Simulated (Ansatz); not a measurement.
# Ho (Ho, hcp): the cost of one run

Computed with Ansatz 0.2.0 (DFT, LDA (PW92), plane waves (420 eV) with PAW, scalar-relativistic, unless a step's input says otherwise).

### 1 The starting structure

It takes space group P6_3/mmc (No. 194, hexagonal). Conventional cell: a = 3.435 Å, b = 3.435 Å, c = 5.515 Å, α = 90.00°, β = 90.00°, γ = 120.00°. Around Ho (site symmetry -6m2) lie 12 Ho at 3.40 to 3.44 Å.

Coordinates:

```cif
data_structure
_symmetry_space_group_name_H-M 'P6_3/mmc'
_symmetry_Int_Tables_number 194
_cell_length_a 3.4353
_cell_length_b 3.4353
_cell_length_c 5.5153
_cell_angle_alpha 90.000
_cell_angle_beta 90.000
_cell_angle_gamma 120.000
_cell_volume 56.37
loop_
_atom_site_label
_atom_site_type_symbol
_atom_site_symmetry_multiplicity
_atom_site_Wyckoff_symbol
_atom_site_fract_x
_atom_site_fract_y
_atom_site_fract_z
_atom_site_occupancy
Ho1 Ho 2 c 0.33333 0.66667 0.25000 1
```

### 2 Volume x 1.0

The input, input.yaml:

```yaml
crystal:
  lattice:
    - [3.4353392749, 0.0, 0.0]
    - [-1.7176696375, 2.9750910827, 0.0]
    - [0.0, 0.0, 5.5153493939]
  atoms:
    - { symbol: Ho, position: [0.3333333333, 0.6666666667, 0.25], spin: 3.492 }
    - { symbol: Ho, position: [0.6666666667, 0.3333333333, 0.75], spin: 3.492 }
hamiltonian:
  xc: lda
  pseudopotentials:
    kind: paw
    azcp:
      Ho: "pseudopotentials/Ho.paw.azcp"
basis:
  ecutwfc: 420
  fft_grid_basis: typed
kpoints:
  mp_grid: { grid: [14, 14, 8], shift: [0, 0, 0] }
magnetization:
  spin_polarized: true
scf:
  occupations: { method: fermi_dirac, width: 0.05 }
output:
  stress: true
```

**Question.** How long does this run take on 4 threads of an x86-64 CPU, shared host, and how much memory does it need?

About 2 min, with a peak of 0.82 GiB.
